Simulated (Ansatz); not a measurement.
Two structures of C2H5O, doublet, reached by relaxing down either side of one saddle point (PBE0-D4/def2-TZVP). Energies are electronic, without zero-point energy. Ansatz 0.2.0; basis: def2-TZVPP and def2-QZVPP; cores frozen in the correlated methods; orbitals are unrestricted. Extrapolation: Hartree–Fock as exp(−7.88 √X), correlation as X^−2.97. First:

```xyz
8
angstrom
O -1.7230 -1.3985 -0.3698
C -1.5480 -0.2867 0.0368
C 1.5304 0.2920 -0.0331
H -1.3935 -0.0705 1.1126
H -1.5410 0.5927 -0.6374
H 1.6968 0.2832 1.0344
H 1.5488 1.2277 -0.5732
H 1.4296 -0.6400 -0.5702
```

Second:

```csv
atom,x (Å),y (Å),z (Å)
O1,-0.1819,-0.7723,0.0804
C2,-1.2623,-0.0221,0.3623
C3,0.9915,-0.0400,-0.1876
H4,-2.1669,-0.5922,0.5186
H5,-1.2895,1.0041,0.0085
H6,1.2995,0.5372,0.6906
H7,0.8400,0.6436,-1.0313
H8,1.7697,-0.7584,-0.4415
```

(1) Which bonds change from the first to the second?

(2) Give the saddle point's structure and its height above each. (An estimate is asked for; the value comes from the calculation.)

T1 diagnostic: at most 0.036. ⟨S²⟩ of the unrestricted Hartree–Fock references: 0.76 to 1.00 (a pure state has 0.75). The unrestricted reference is spin-contaminated, which hurts MP2 most.

Results:

(1) CH₂O ([CH2][O]) + CH₃ → C₂H₅O ([CH2][O][CH3]); bonds formed: O1–C3.

(2) Computed: 18.39 kcal/mol above the first and 30.33 kcal/mol above the second (CCSD(T) at an estimated basis limit (MP2 extrapolated from triple and quadruple zeta, plus CCSD(T) − MP2 in triple zeta)).
```xyz
8
angstrom
O -0.4778 -0.7353 -0.2981
C -1.4649 -0.1001 0.1085
C 1.3077 0.0496 -0.1156
H -1.8058 -0.1829 1.1503
H -1.9857 0.6192 -0.5397
H 1.3699 0.1550 0.9590
H 1.1890 0.9523 -0.6996
H 1.8676 -0.7578 -0.5649
```

Labels in which every atom is bracketed show which atoms are joined, not bond orders.

For scale, one of the runs: CCSD(T)/def2-TZVPP, 163 basis functions, launched by `ansatz run in.yaml --threads 2 --pin off --events-out ev --progress --plain --max-ram 4352MiB`. Time: 35 s of wall clock on 2 CPU threads of an Intel Xeon 6975P-C; the host was shared. Peak host memory: 3.5 GiB.
